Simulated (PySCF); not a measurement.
Compound: C₅H₆F (doublet state).
Geometry (GFN2-xTB, Å), atoms numbered from 1 in this order:
```
atom  x, y, z in Å
C1     1.997    0.322   -0.222
C2     0.918   -0.647    0.002
F3     0.891   -1.604   -1.005
C4    -0.417    0.010    0.059
C5    -1.184    1.056    0.027
C6    -1.889   -0.260    0.227
H7     2.357    0.498   -1.215
H8     2.316    0.947    0.586
H9     1.056   -1.212    0.942
H10   -1.322    2.106   -0.044
H11   -2.442   -0.704   -0.592
H12   -2.280   -0.512    1.207
```

The hyperfine couplings belong to this conformer and change with its torsions.

Identity: `F[C@@H]([CH2])C1=CC1` [radical].

Level of theory: UKS B3LYP, pcH-1 on C F H, non-relativistic, mean-field spin-orbit, GIAO in PySCF 2.14.0. One conformer (not necessarily the lowest) at the GFN2-xTB geometry, without solvent, vibrations or thermal averaging. GFN2-xTB frequencies show an imaginary mode (24i cm⁻¹), so this geometry is no minimum at that level. A GFN2-xTB geometry isn't a minimum of the functional, and hyperfine couplings can be far from their values at a DFT geometry. The SCF solution wasn't tested for stability.

Principal values of hyperfine tensors in MHz (contact and dipolar terms together), for some of the nuclei:

| atom | isotope | A1 | A2 | A3 |
| --- | --- | --- | --- | --- |
| C4 | 13C | 94.33 | 95.79 | 106.58 |
| C1 | 13C | 12.61 | 13.16 | 259.57 |
| H9 | 1H | 64.55 | 66.09 | 80.39 |
| H8 | 1H | -103.61 | -64.75 | -23.50 |
| C2 | 13C | -37.46 | -36.07 | -32.42 |
| F3 | 19F | -1.15 | 5.21 | 47.81 |
| C6 | 13C | 7.45 | 7.76 | 14.87 |
| H12 | 1H | -3.26 | -2.32 | 0.78 |

Q: Give the isotropic coupling of each nucleus in MHz and in mT (g = 2.0025), and the anisotropic part.

A: a_iso = (A1 + A2 + A3)/3, Ti = Ai − a_iso; 1 mT corresponds to 28.028 MHz.

```json
{"atom": "C4", "a_iso (MHz)": "98.90", "a_iso (mT)": "3.529", "T1": "-4.57", "T2": "-3.11", "T3": "7.68"}
{"atom": "C1", "a_iso (MHz)": "95.11", "a_iso (mT)": "3.394", "T1": "-82.51", "T2": "-81.95", "T3": "164.46"}
{"atom": "H9", "a_iso (MHz)": "70.34", "a_iso (mT)": "2.510", "T1": "-5.80", "T2": "-4.25", "T3": "10.05"}
{"atom": "H8", "a_iso (MHz)": "-63.95", "a_iso (mT)": "-2.282", "T1": "-39.66", "T2": "-0.79", "T3": "40.45"}
{"atom": "C2", "a_iso (MHz)": "-35.32", "a_iso (mT)": "-1.260", "T1": "-2.14", "T2": "-0.75", "T3": "2.89"}
{"atom": "F3", "a_iso (MHz)": "17.29", "a_iso (mT)": "0.617", "T1": "-18.44", "T2": "-12.08", "T3": "30.52"}
{"atom": "C6", "a_iso (MHz)": "10.03", "a_iso (mT)": "0.358", "T1": "-2.58", "T2": "-2.27", "T3": "4.85"}
{"atom": "H12", "a_iso (MHz)": "-1.60", "a_iso (mT)": "-0.057", "T1": "-1.66", "T2": "-0.72", "T3": "2.38"}
```

Q: What spin density at the nucleus of H8 lies behind its contact coupling (g_N = 5.58569)?

A: a_FC = (2μ0/3) gₑ μB g_N μN ρ(0)/(2S·h) = 800.24 MHz × g_N × ρ(0)/(2S), with ρ in bohr⁻³. With a_FC = -63.95 MHz and 2S = 1, ρ(0) = -0.01431 bohr⁻³. In magnitude that is 4.5 % of the 1/π = 0.318 of a free hydrogen atom.

Q: H7 (1H, g_N = 5.58569) isn't in the table. Its spin density at the nucleus is -0.01415 bohr⁻³. What is its contact coupling?

A: By the same relation, a_FC = -63.2 MHz. Its full tensor has the principal values -102.97, -63.76, -23.00 MHz.

Q: Name the largest traceless tensor T of the table and describe it.

A: C1: -82.5, -82.0, 164.5 MHz, axial, in the ratio −1:−1:+2, the form that spin in one p orbital centred on that nucleus gives.

Q: What first-order splitting does C1 cause when the field lies along A1, A2 or A3 of its tensor (g taken as isotropic, no quadrupole term)?

A: 2 lines (I = 1/2), spaced by |A_i|/(g × 13.996): 0.45, 0.47, 9.26 mT along the axes of A1, A2 and A3.

On Arm Neoverse V2, one thread, shared host with 192 logical CPUs at a one-minute load of 56, this took 26 s (grids of density and orbitals included) and 0.73 GiB of memory at its peak.
